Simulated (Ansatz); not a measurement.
A nudged elastic band was laid between two geometries of C2H8N2O (13 atoms, charge 0, multiplicity 1).

Method: RKS PBE0-D4/def2-SVP (Ansatz).

| Property | Result |
| --- | --- |
| movable images | 7 |
| climbing image | yes |
| spring | 5.0 eV/Å² |
| optimiser | quadratic models (default) |
| start path | IDPP |
| force threshold | 0.05 eV/Å |
| iteration limit | 32 |
| end points | relaxed |

Initial state:

```xyz
13
Properties=species:S:1:pos:R:3
N -2.085 0.351 -1.091
C -1.034 -0.436 -0.553
O -0.007 0.350 0.004
C 1.056 -0.398 0.548
N 2.071 0.427 1.099
H -1.726 0.972 -1.814
H -2.488 0.943 -0.367
H -1.449 -1.113 0.223
H -0.618 -1.081 -1.354
H 1.500 -1.042 -0.238
H 0.670 -1.074 1.339
H 2.446 1.048 0.385
H 1.685 1.018 1.832
```

Final state:

```xyz
13
Properties=species:S:1:pos:R:3
N -2.050 0.266 -1.312
C -1.032 -0.440 -0.620
O -0.005 0.412 -0.171
C 0.994 -0.244 0.548
N 1.914 0.730 1.045
H -1.656 0.748 -2.117
H -2.452 0.981 -0.709
H -1.480 -0.973 0.245
H -0.609 -1.216 -1.293
H 1.554 -0.947 -0.106
H 0.508 -0.870 1.338
H 1.540 1.217 1.855
H 2.795 0.302 1.311
```

Task: What changes between the two ends?

Result: No bond is made or broken. The dihedral H11–C4–N5–H13 goes from -63 to 77°.

Task: What energy profile does the band end with?

Result: The forces met the threshold. The highest image is number 5 of 0 to 8, 0.283 eV above the first end and 0.074 eV above the last; the last end lies 0.209 eV above the first. A vibrational analysis at the climbing image gives one clearly imaginary mode, 308i cm⁻¹: a first-order saddle point.

```csv
image,path coordinate (Å),energy (eV),dihedral H11–C4–N5–H13 (°)
0,0.00,0.000,-63
1,0.36,0.007,-58
2,0.72,0.056,-43
3,1.07,0.155,-24
4,1.43,0.249,-5
5,1.79,0.283,14
6,2.24,0.253,38
7,2.69,0.218,60
8,3.14,0.209,77
```

Task: What is the geometry of the highest image?

Result: 
```xyz
13
Properties=species:S:1:pos:R:3
N -1.925 0.287 -1.392
C -0.992 -0.459 -0.631
O 0.024 0.355 -0.087
C 0.982 -0.343 0.648
N 2.013 0.592 1.029
H -1.459 0.762 -2.162
H -2.364 1.003 -0.818
H -1.524 -0.983 0.189
H -0.534 -1.238 -1.274
H 1.410 -1.162 0.026
H 0.500 -0.840 1.525
H 1.618 1.529 0.957
H 2.272 0.463 2.003
```

Task: What are the harmonic wavenumbers there?

Result: 308i, 87, 101, 208, 393, 456, 514, 836, 838, 943, 1021, 1097, 1153, 1193, 1212, 1247, 1265, 1282, 1373, 1406, 1474, 1499, 1545, 1618, 1655, 2907, 2955, 2994, 3040, 3551, 3554, 3636, 3642 cm⁻¹.

Time of the run: 3.4 min on 2 threads of Intel(R) Xeon(R) Platinum 8259CL CPU @ 2.50GHz (Skylake/Cascade Lake), on a shared host, peak memory 0.27 GiB.
